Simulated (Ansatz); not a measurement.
```yaml
crystal:
  periodic: [false, false, false]
  atoms:
    - {symbol: Ge, position_ang: [0.000000, 0.000000, -2.176252]}
    - {symbol: Ga, position_ang: [0.000000, 0.000000, 0.207188]}
    - {symbol: H, position_ang: [0.000000, 0.000000, 1.969063]}
basis:
  gaussian: {orbitals: def2-TZVP}
hamiltonian: {xc: pbe0}
relax: {f_tol: 0.004, max_steps: 80}
```

```sh
$ ansatz run in.yaml --threads 1 --pin off --events-out ev --progress --plain --max-ram 2176MiB
```

Steps of the relaxation (energy above the last step; positions in Å, forces in eV/Å):

```
3
step 1, 177.8 meV
Ge    0.000    0.000   -2.176    0.000    0.000    0.053
Ga    0.000    0.000    0.207    0.000    0.000    1.624
H     0.000    0.000    1.969    0.000    0.000   -1.676
```

```
3
step 2, 23.3 meV
Ge    0.000    0.000   -2.093    0.000    0.000    0.125
Ga    0.000    0.000    0.286    0.000    0.000   -0.970
H     0.000    0.000    1.806    0.000    0.000    0.845
```

```
3
step 3, 0.1 meV
Ge    0.000    0.000   -2.103    0.000    0.000   -0.004
Ga    0.000    0.000    0.265    0.000    0.000   -0.035
H     0.000    0.000    1.838    0.000    0.000    0.039
```

```
3
step 4, 0.0 meV
Ge    0.000    0.000   -2.105    0.000    0.000   -0.001
Ga    0.000    0.000    0.264    0.000    0.000    0.000
H     0.000    0.000    1.840    0.000    0.000    0.000
```

Close pairs at the end: Ga2–H3 1.576 Å, Ge1–Ga2 2.369 Å.

A stationary point of restricted PBE0 after 4 steps (its stability towards spin polarisation wasn't tested); no frequencies were run, so it isn't proven a minimum. 19 s on 1 thread of Arm Neoverse V1, shared host.
